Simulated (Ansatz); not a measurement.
We consider anatase TiO2 (metastable phase), described by PBE-D3(BJ) (plane waves, PAW; Ansatz, a program for electronic structure).

Numerical settings: plane-wave cutoff 520 eV, 12×12×12 k mesh, Fermi–Dirac smearing 0.01 eV, no spin polarisation, scalar-relativistic PAW data made under PBE.

Computed at the level's own relaxed cell.

What does this level give for the lattice constant a, lattice parameter c and smallest direct gap on the k points sampled?


lattice constant a: 3.787 Å
lattice parameter c: 9.573 Å
smallest direct gap on the k points sampled: 2.45 eV

Measured, for comparison: lattice constant a 3.784 Å, lattice parameter c 9.514 Å (room temperature, not corrected to a static lattice; as tabulated in Horn, Schwerdtfeger, Meagher, Refinement of the structure of anatase at several …). Computed (rounded) less measured: lattice constant a +0.1 %, lattice parameter c +0.6 %.

Note: the bulk modulus comes from volumes at which shape and atoms were relaxed.

Static lattice: no zero-point or thermal effects.

Cost on a shared machine: very roughly 10 core-minutes.
